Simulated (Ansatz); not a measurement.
```yaml
crystal:
  periodic: [false, false, false]
  atoms:
    - {symbol: O, position_ang: [-1.021131, -0.073646, -0.002500]}
    - {symbol: P, position_ang: [0.576876, 0.013382, 0.001325]}
    - {symbol: H, position_ang: [-1.518488, 0.757791, -0.001035]}
basis:
  gaussian: {orbitals: def2-TZVP}
hamiltonian: {xc: pbe0}
relax: {f_tol: 0.004, max_steps: 80}
```

```sh
$ ansatz run in.yaml --threads 1 --pin off --events-out ev --progress --plain --max-ram 2176MiB
```

Steps of the relaxation (energy above the last step; positions in Å, forces in eV/Å):

```
3
step 1, 15.2 meV
O    -1.021   -0.074   -0.003   -0.623   -0.230   -0.002
P     0.577    0.013    0.001    0.314    0.190    0.001
H    -1.518    0.758   -0.001    0.309    0.040    0.001
```

```
3
step 2, 8.6 meV
O    -1.027   -0.079   -0.003   -0.440   -0.211   -0.002
P     0.574    0.018    0.001    0.227    0.145    0.001
H    -1.510    0.759   -0.001    0.213    0.066    0.001
```

```
3
step 3, 0.4 meV
O    -1.044   -0.100   -0.003   -0.104    0.186    0.000
P     0.565    0.033    0.001    0.040   -0.011    0.000
H    -1.484    0.764   -0.001    0.063   -0.175    0.000
```

```
3
step 5, 0.0 meV
O    -1.044   -0.097   -0.003    0.001    0.000    0.000
P     0.566    0.032    0.001   -0.001    0.000    0.000
H    -1.485    0.763   -0.001    0.000    0.000    0.000
```

Close pairs at the end: O1–H3 0.966 Å, O1–P2 1.616 Å.

A stationary point of restricted PBE0 after 5 steps (its stability towards spin polarisation wasn't tested); no frequencies were run, so it isn't proven a minimum. 6.5 s on 1 thread of Arm Neoverse V1, shared host.
